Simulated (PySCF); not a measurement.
Method: B3LYP-D3(BJ)/def2-TZVP (PySCF). Gas-phase values, no solvent. One relaxed conformer stands for a flexible species; it need not be the lowest. B3LYP has the VWN-RPA correlation part, as in Gaussian. Excitations are Tamm–Dancoff values on a coarser integration grid. The basis has no diffuse functions, so Rydberg states are missing or too high.

Reference species (SMILES): `SB(Cl)Cl` (H–S–B–Cl torsion 0°) (neutral, multiplicity 1).

| Item | Result |
|---|---|
| HOMO–LUMO gap | 6.58 eV |
| S1–T1 gap (TDA) | 1.26 eV |
| S1 oscillator strength | 0.000 |

Changed species: `ClB(Cl)Cl` (0 of 3 Cl replaced by SH; the reference has 1 of 3 Cl replaced by SH).

Problem. Give the shifts of the HOMO–LUMO gap, S1–T1 gap (TDA) and S1 oscillator strength.

Solution. the HOMO–LUMO gap rises by 0.33 eV, to 6.91 eV; the S1–T1 gap (TDA) decreases by 1.08 eV, to 0.18 eV; the S1 oscillator strength hardly moves.
